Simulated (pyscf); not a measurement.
Single points on ωB97X-D3(BJ)/def2-SVP structures (PySCF, gas phase). MP2 and CC: frozen core, UHF for open shells. ΔMP2 is the change of the MP2 total energy from the triple- to the quadruple-zeta basis.

**Question.** PBE/def2-TZVP puts the barrier of BH₂• (SMILES [BH2]) + H₂O (SMILES O) → H₂B–OH (SMILES BO) + H• (SMILES [H]) (substitution at O; doublet surface; H–O broken, B–O formed) at -17.2 kcal/mol and the reaction energy at -36.2 kcal/mol, from the separated reactants. What do B3LYP-D3(BJ)/def2-TZVP, PBE0-D3(BJ)/def2-TZVP, CCSD(T)/def2-TZVPP + ΔMP2(QZVPP) give on the same structures?

**Answer.** B3LYP-D3(BJ): ΔE‡ = -10.5 kcal/mol, ΔE = -33.6 kcal/mol; PBE0-D3(BJ): ΔE‡ = -11.2 kcal/mol, ΔE = -35.3 kcal/mol; CCSD(T): ΔE‡ = -1.6 kcal/mol, ΔE = -31.9 kcal/mol. PBE's barrier lies under all of them, by 6.0 to 15.5 kcal/mol. Its reaction energy lies under all of them, by 0.9 to 4.3 kcal/mol. Low barriers are usual for a GGA, whose delocalisation error favours stretched bonds. On the reactant side the descent ends in an adduct with a B–O contact, 17.6 kcal/mol under the separated species and 14.0 kcal/mol under the saddle at ωB97X-D3(BJ)/def2-TZVP. At PBE, B3LYP-D3(BJ), PBE0-D3(BJ), CCSD(T) the saddle lies under the separated reactants, which points to a path from their complex (located at ωB97X-D3(BJ) alone). What is counted as formed (B–O) is already present as a longer contact in the reactant adduct; forming that adduct is a step of its own. One saddle was located; it need not be the lowest between these sides. The angle at the attacked O is 125°. The CCSD(T) − MP2 part came from Ansatz, without density fitting, on the same reference. An open-shell T1 diagnostic exceeds 0.045.
